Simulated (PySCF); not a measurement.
A search over the determinants of LiH

Unrestricted PBE0; Li def2-SVPD, H def2-SVPD; no relativity (PySCF 2.14). Outer shells of the fragments: Li 2s1; H 1s1.

Followed along the bond (rough minima from three points):

```csv
2Ms+1,unpaired,⟨S²⟩ at the start,R at minimum (Å),Te (eV)
1,none,0.00,1.60,0.00
3,σ ↑↑,2.00,none in the scan,≤ 2.90
```

Solutions found at the starting distance of 1.605 Å, counted from the lowest of them; the search is not exhaustive and high or unbound solutions are not listed, so other states can lie among these:

```json
{"2Ms+1": "1", "unpaired": "none", "term": "¹Σ⁺", "E (eV)": "0.00", "⟨S²⟩": "0.00", "⟨Lz²⟩": "0.00", "μ (D)": "-5.79"}
{"2Ms+1": "3", "unpaired": "σ ↑↑", "term": "³Σ⁺", "E (eV)": "3.06", "⟨S²⟩": "2.00", "⟨Lz²⟩": "0.00", "μ (D)": "4.37"}
{"2Ms+1": "3", "unpaired": "σ ↑, π ↑", "term": "³Π", "E (eV)": "3.86", "⟨S²⟩": "2.00", "⟨Lz²⟩": "1.00", "μ (D)": "-0.25"}
{"2Ms+1": "1", "unpaired": "σ ↓, π ↑", "term": "mixed", "E (eV)": "4.00", "⟨S²⟩": "1.00", "⟨Lz²⟩": "1.00", "μ (D)": "0.14"}
```

A term symbol is given only where ⟨S²⟩ and ⟨Lz²⟩ are close to those of a pure state; real π, δ and φ orbitals otherwise mix terms. A positive dipole means Li(−)H(+).

The measured ground state is X ¹Σ+ (Huber and Herzberg, Constants of Diatomic Molecules (1979)).

Counting both spins, an empty level lies below a filled one in some of these solutions, because spin and occupation are held.
